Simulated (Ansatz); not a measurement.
## SiH⁺, triplet: the ladder up to full CI

Geometry: a PBE0/def2-TZVP stationary point for this spin. The singlet lies 2.2 eV lower here.

```json
{"atom": "Si", "x (Å)": "0.0000", "y (Å)": "0.0000", "z (Å)": "0.0000"}
{"atom": "H", "x (Å)": "0.0000", "y (Å)": "0.0000", "z (Å)": "1.5472"}
```

Basis cc-pVQZ; Ansatz 0.2.0. Only valence electrons are correlated (noble-gas cores frozen), which leaves 4 electrons in 84 orbitals. R marks a restricted (for open shells ROHF) determinant, U an unrestricted one. Active spaces: valence = (4e, 5o) chosen from the atoms' valence shells.

Full CI is exact within this basis and frozen core; it isn't the basis-set limit. The frozen core follows each run's orbitals, which can shift R against U totals by a few meV.

* UHF ⟨S²⟩: 2.019
* T1 diagnostic (RCCSD): 0.0468
* largest doubles amplitude (RCCSD): 0.082
* T1 diagnostic (UCCSD): 0.0281

```
                   level  E − E(full CI) (meV)  share of correlation (%)  wall time
                     RHF                  2073                      0.00          –
                     UHF                  1948                      6.05          –
                    RMP2                   548                     73.59          –
                    UMP2                   523                     74.79          –
                   RCCSD                    80                     96.15          –
                   UCCSD                    72                     96.54          –
                RCCSD(T)                    19                     99.10      4.1 s
                UCCSD(T)                    17                     99.20      5.5 s
                 BCCD(T)                    18                     99.13        7 s
                  RCCSDT                     1                     99.94          –
                  UCCSDT                    -1                    100.03          –
               RCCSDT(Q)                     0                     99.99       58 s
               UCCSDT(Q)                    -2                    100.08       59 s
  CASSCF (valence space)                  1343                     35.22          –
  NEVPT2 (valence space)                   343                     83.46      3.8 s
  MRCISD (valence space)                    49                     97.62          –
MRCISD+Q (valence space)                     5                     99.78      6.5 s
```

The correlation energy at full CI, counted from RHF, is -2.073 eV. That run took 42 s on 1 thread of AMD EPYC 7R43, shared host over 3,037,760 determinants.

Times hold each run's SCF and search for its determinant on a shared host, so for small cases they say little of a method's own cost; they ran on 1 thread of AMD EPYC 7R43.

The full-CI state has the irrep B1 of C2v, in the program's axes (one component, if the state is degenerate).

Natural occupations of full CI about the gap: 1.926 0.991 0.983 0.028 0.024 0.013 0.008 0.007 0.006 0.005; effectively unpaired electrons, Σ n²(2−n)², 2.03.
